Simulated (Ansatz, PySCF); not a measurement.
This PySCF input computes a CAM-B3LYP/def2-TZVPD energy:

```python
from pyscf import gto, scf, dft

mol = gto.M(
    atom='''
    C    -0.00084066    0.06417934   -1.20111192
    Si    0.00020234    0.04776781    0.68085373
    H     0.00228281   -0.95744935   -1.59188620
    H    -0.88652208    0.57124442   -1.58638550
    H     0.88111184    0.57700419   -1.58731491
    H    -1.21072394   -0.62626610    1.22079099
    H     1.21606260   -0.61835849    1.21951500
    ''',
    basis='def2-tzvpd',
    charge=0,
    spin=1,
    verbose=4,
)

mf = dft.UKS(mol, xc='camb3lyp').density_fit(auxbasis='def2-universal-jkfit')
mf.grids.level = 3
mf.conv_tol = 1e-9
mf.max_cycle = 100
mf.max_memory = 1500
mf.kernel()
if not mf.converged:
    mf = mf.newton()
    mf.kernel(mf.make_rdm1())
for _ in range(2):
    mo, _, stable, _ = mf.stability(return_status=True)
    if stable:
        break
    mf.kernel(mf.make_rdm1(mo, mf.mo_occ))
mf.analyze()
```

Question: Write an input for the same energy in Ansatz (a program for electronic structure) and say what it gives.

Answer: 
Ansatz 0.2 input:
```yaml
crystal:
  periodic: [false, false, false]
  atoms:
    - {symbol: C, position_ang: [-0.00084066, 0.06417934, -1.20111192]}
    - {symbol: Si, position_ang: [0.00020234, 0.04776781, 0.68085373]}
    - {symbol: H, position_ang: [0.00228281, -0.95744935, -1.59188620]}
    - {symbol: H, position_ang: [-0.88652208, 0.57124442, -1.58638550]}
    - {symbol: H, position_ang: [0.88111184, 0.57700419, -1.58731491]}
    - {symbol: H, position_ang: [-1.21072394, -0.62626610, 1.22079099]}
    - {symbol: H, position_ang: [1.21606260, -0.61835849, 1.21951500]}
basis:
  gaussian:
    orbitals: def2-TZVPD
hamiltonian:
  xc: {name: CAM-B3LYP}
magnetization: {spin_polarized: true, initial_magnetization: 1}
output: {forces: true}
```
It gives -330.55652 Eh, and PySCF -330.55659 Eh, a difference of 0.07 mEh, from the treatment of integrals and grids.

It need not be the lowest isomer of its formula.
